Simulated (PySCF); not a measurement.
Static response to an electric field

Cyclo-(PH)3.
Structure used (PBE0-D3(BJ)/def2-SVP), in Å, numbered top down from 1:
```xyz
6
P3H3 angstrom
P      1.1044   -0.4669    0.5491
P     -0.1425    1.3120    0.0026
P     -0.4661   -0.6369   -1.0122
H      0.2486   -0.9593    1.5829
H     -1.1896    1.0807    0.9481
H      0.4453   -0.3295   -2.0705
```

Level: wB97X-D/def2-SVPD (PySCF), static field, nuclei fixed, core orbitals frozen in the response. The polarisability tensor in these axes (au):

```
x   71.86 -5.57  9.58
y   -5.57 81.42  4.36
z    9.58  4.36 76.35
```

Q: Diagonalise the tensor; give its mean and Δα, where Δα² is half the sum of the squared differences of the eigenvalues.

A: Principal values 61.72, 83.91 and 83.99 au; mean 76.54 au = 11.34 Å³ = 12.62 × 10⁻⁴⁰ C²·m²/J; Δα = 22.24 au (29 % of the mean).

Q: What is the dipole moment, and where does it point?

A: (-0.40, -0.18, 0.34) D, 0.56 D in size, pointing from the negative to the positive side. Measured along this direction, the outermost atoms are H6 at the negative end and H4 and H5 at the positive end.

Q: Form Σ f/ω² (atomic units) for the 10 lowest TDDFT singlets, given as eV and f, and set it beside the mean polarisability, which is this sum over all singlets: 5.53, 0.0041; 5.78, 0.0013; 5.87, 0.0048; 5.98, 0.0007; 5.99, 0.0003; 6.18, 0.0000; 6.18, 0.0312; 6.39, 0.0032; 6.43, 0.0072; 6.61, 0.2114.

A: They add up to 4.63 au, 6.0 % of the 76.54 au; the largest single term is 3.58 au, from the state at 6.61 eV. Terms in order: 0.10, 0.03, 0.10, 0.01, 0.01, 0.00, 0.61, 0.06, 0.13, 3.58 au. Higher excitations give the rest. The strengths listed sum to 0.264.

Q: What are the principal values of the traceless quadrupole moment, Θ = ½Σq(3rr − r²1), about the centre of nuclear charge?

A: -3.85, -0.86, 4.71 D·Å. The values depend on the origin, since the dipole doesn't vanish. The electronic extent ⟨r²⟩ about the same centre is 400 bohr², a root-mean-square distance of 1.53 Å for the 48 electrons.

Q: Refractivity n − 1 of an ideal gas of it at 400 K and 1 atm, from the electronic α?

A: N = p/kT = 1.8347 × 10¹⁹ cm⁻³, so n − 1 = 2π × N × 11.34 × 10⁻²⁴ cm³ = 1307 × 10⁻⁶ at long wavelengths.

Q: In a dilute gas of rigid molecules at 298 K, how does the orientational term μ²/3kT compare with the electronic polarisability?

A: In Gaussian units μ²/3kT = 2.53 Å³ against 11.34 Å³, a ratio of 0.22; the Debye molar polarisation (4π/3)N_A(α + μ²/3kT) is 35.0 cm³/mol, leaving out the vibrational part.

The structure is a single PBE0-D3(BJ)/def2-SVP conformer in the gas phase; no vibrational or solvent corrections.
